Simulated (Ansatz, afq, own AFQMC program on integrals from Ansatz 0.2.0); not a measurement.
## AlNH2, quintet in cc-pVDZ, levels against CCSDT(Q)

```yaml
atoms:
  - { symbol: Al, position_ang: [0.0000, 0.0000, 0.6865] }
  - { symbol: N, position_ang: [0.0000, 0.0000, -1.0849] }
  - { symbol: H, position_ang: [0.0000, 0.8334, -1.6498] }
  - { symbol: H, position_ang: [0.0000, -0.8334, -1.6498] }
```

Connectivity, by distances: Al–NH2.

Basis cc-pVDZ. Only valence electrons are correlated. Integrals, coupled cluster, full CI and functionals: Ansatz 0.2.0; the random walks run on the same integrals in our own AFQMC program. ph-AFQMC/CISD is guided by a CISD state made of CCSD amplitudes; releasing the constraint for a short imaginary time cuts its bias at the price of noise, slowly where states lie close. Error bars are statistical, one sigma.

Determinant: UHF, the one that the program's search chose, which needn't be the lowest solution. The geometry is a PBE0/def2-TZVP stationary point of this or a neighbouring charge and spin state.

No full CI on the walks' own integrals is used here; CCSDT(Q) serves as the reference and is uncertain by about the last step of the cluster series.

Cautions: another spin lies lower (by 6.80 eV).

The T1 diagnostic is 0.0093, the weight of the determinant in the CISD state is 0.929 and the ⟨S²⟩ of the determinant is 6.008. The size of the correlated space is 10 electrons in 36 orbitals.

Reference: CCSDT(Q), correlation energy -5.025 eV. The released energy is read at 2.40 1/Eh (meV from the phaseless value at times in 1/Eh: -1.7 ± 2.1 at 0.24, 0.8 ± 1.2 at 0.51, -1.0 ± 0.9 at 0.99, -5.5 ± 1.5 at 1.62, -2.1 ± 1.6 at 2.40).

| level | E − E(reference) (mEh) | share of correlation (%) |
| --- | --- | --- |
| HF | 184.65 | 0.00 |
| MP2 | 27.40 | 85.16 |
| CCSD | 4.03 | 97.82 |
| CCSD(T) | 0.71 | 99.61 |
| CCSDT | 0.23 | 99.88 |
| ph-AFQMC/CISD | 0.06 ± 0.08 | 99.97 |
| released AFQMC | -0.02 ± 0.06 | 100.01 |

A walk keeps the symmetry of its determinant, which the program's search chose and which needn't be the lowest solution, so a lower state of the same spin and another symmetry isn't excluded. Released energies are given only where the last usable release times agree within the noise; a slower fall can still hide under it.
